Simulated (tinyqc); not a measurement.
Extended Hueckel theory, for SiH4, step by step. Computed by tinyqc, a small Python program that keeps every step (integrals from PySCF). Settings: charge = 0, K = 1.5, multiplicity = 1. Command: `OMP_NUM_THREADS=1 python tinyqc.py 20024 20025 out.jsonl` (the two numbers bound the seeds that draw the settings). One thread of a shared host (Intel(R) Xeon(R) Processor @ 2.60GHz), about 0.01 s of CPU time with the checks.

## Overlaps

Geometry (angstrom):

| atom | x | y | z |
|---|---|---|---|
| Si | 0.000000 | 0.000000 | 0.000000 |
| H | 0.854000 | 0.854000 | 0.854000 |
| H | 0.854000 | -0.854000 | -0.854000 |
| H | -0.854000 | 0.854000 | -0.854000 |
| H | -0.854000 | -0.854000 | 0.854000 |

Parameters chosen for this run:

| element | shell | Slater exponent | H_ii (eV) |
|---|---|---|---|
| H | 1s | 1.300000 | -13.600000 |
| Si | 3s | 1.383000 | -17.300000 |
| Si | 3p | 1.383000 | -9.200000 |

Slater orbitals, each expanded in six Gaussians scaled to its exponent.

overlap S, lower triangle:
```
           1Si 3s    1Si 3px    1Si 3py    1Si 3pz     2H 1s     3H 1s     4H 1s     5H 1s
1Si 3s   1.000000
1Si 3px  0.000000   1.000000
1Si 3py  0.000000   0.000000   1.000000
1Si 3pz  0.000000   0.000000   0.000000   1.000000
2H 1s    0.413769   0.300799   0.300799   0.300799  1.000000
3H 1s    0.413769   0.300799  -0.300799  -0.300799  0.049443  1.000000
4H 1s    0.413769  -0.300799   0.300799  -0.300799  0.049443  0.049443  1.000000
5H 1s    0.413769  -0.300799  -0.300799   0.300799  0.049443  0.049443  0.049443  1.000000
```

## Wolfsberg-Helmholz matrix

diagonal H_ii (eV): 1Si 3s -17.300000, 1Si 3px -9.200000, 1Si 3py -9.200000, 1Si 3pz -9.200000, 2H 1s -13.600000, 3H 1s -13.600000, 4H 1s -13.600000, 5H 1s -13.600000

K = 1.500000

H_ij = K' S_ij (H_ii + H_jj)/2 for i != j (the diagonal keeps H_ii), with K' = 1.5.

H (eV), lower triangle:
```
             1Si 3s    1Si 3px    1Si 3py    1Si 3pz       2H 1s       3H 1s       4H 1s       5H 1s
1Si 3s   -17.300000
1Si 3px    0.000000  -9.200000
1Si 3py    0.000000   0.000000  -9.200000
1Si 3pz    0.000000   0.000000   0.000000  -9.200000
2H 1s     -9.589086  -5.143668  -5.143668  -5.143668  -13.600000
3H 1s     -9.589086  -5.143668   5.143668   5.143668   -1.008640  -13.600000
4H 1s     -9.589086   5.143668  -5.143668   5.143668   -1.008640   -1.008640  -13.600000
5H 1s     -9.589086   5.143668   5.143668  -5.143668   -1.008640   -1.008640   -1.008640  -13.600000
```

## Orbitals

valence electrons = 8

Solve H C = S C e through S^(-1/2); fill by pairs from the bottom, a degenerate level sharing its electrons equally; each orbital has its largest coefficient positive (the first on a tie).

orbital energies (eV): -19.239700  -14.005204  -14.005204  -14.005204  -1.214371  -1.214371  -1.214371  8.990296

occupations: 2.000000  2.000000  2.000000  2.000000  0.000000  0.000000  0.000000  0.000000

coefficients:
```
              MO1        MO2        MO3        MO4        MO5        MO6        MO7        MO8
1Si 3s   0.646416   0.000000   0.000000   0.000000   0.000000   0.000000   0.000000   1.435131
1Si 3px  0.000000   0.076233   0.299091  -0.023343  -0.294971   1.128206   0.398971   0.000000
1Si 3py  0.000000  -0.162285   0.061369   0.256338   0.762564  -0.139465   0.958165   0.000000
1Si 3pz  0.000000  -0.252318   0.050893  -0.171924   0.922238   0.476167  -0.664663   0.000000
2H 1s    0.192509  -0.436651   0.530834   0.078811  -0.580671  -0.612038  -0.289315  -0.708732
3H 1s    0.192509   0.633401   0.241094  -0.139056   0.827148  -0.330690  -0.044064  -0.708732
4H 1s    0.192509   0.017808  -0.372445   0.582776  -0.056527   0.728575  -0.511327  -0.708732
5H 1s    0.192509  -0.214558  -0.399483  -0.522531  -0.189951   0.214153   0.844706  -0.708732
```

sum of one-electron energies = -122.510624 eV

Within a degenerate level the vectors are fixed only up to a rotation; this is one choice.

## Mulliken analysis

P = C n C^T; charge = valence electrons (H 1, Si 4) minus the sum of (P S)_ii on the atom; overlap population = 2 sum P_ij S_ij between two atoms.

charges: 1Si 1.284913, 2H -0.321228, 3H -0.321228, 4H -0.321228, 5H -0.321228

Overlap populations:

| pair | value |
|---|---|
| 2-1 | 0.652253 |
| 3-1 | 0.652253 |
| 3-2 | -0.024226 |
| 4-1 | 0.652253 |
| 4-2 | -0.024226 |
| 4-3 | -0.024226 |
| 5-1 | 0.652253 |
| 5-2 | -0.024226 |
| 5-3 | -0.024226 |
| 5-4 | -0.024226 |
